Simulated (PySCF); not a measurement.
Cartesian coordinates (Å):
SMILES: F
```xyz
2

F      0.4600     0.0000     0.0000
H     -0.4600     0.0000     0.0000
```
Charge 0, spin multiplicity 1.

Problem. What is the computed dipole moment, HOMO–LUMO gap and HOMO (PySCF 2.14.0 with TPSSh-D3(BJ)/def2-TZVP // PBE0-D3(BJ)/def2-TZVP)?

Solution. 
```
Property          Result
-------------  ---------
dipole moment     1.90 D
HOMO–LUMO gap   10.89 eV
HOMO           -10.41 eV
```
